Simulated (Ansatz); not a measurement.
Series CXY, Y = methyl, computed as singlets and as triplets. Isolated molecules, 0 K electronic values unless said otherwise. One relaxed conformer stands for each flexible species; it need not be the lowest. Strings in code marks are SMILES.

Quantity: adiabatic spin-state energy, in eV. The DFT solution of `C[C]Cl`, `C[C]C` and `C[C][AlH2]` is unstable or spin-contaminated; the geometry comes from it. HF references are unrestricted for open shells and restricted for singlets. The restricted reference of `C[C]C`, `C[C]Cl` and `C[C][AlH2]` is unstable towards unrestricted orbitals.

A: `C[C]Cl`: multiplicity 3 minus multiplicity 1
B: `C[C]C`: multiplicity 3 minus multiplicity 1
C: `C[C][AlH2]`: multiplicity 3 minus multiplicity 1

Task: Put the candidates in order of adiabatic spin-state energy, lowest first, for frozen-core CCSDT(Q)/6-31g // B3LYP-D3(BJ)/def2-TZVP (Ansatz, a program for electronic structure).

Result: C (-0.77 eV), B (-0.53 eV), A (-0.045 eV)
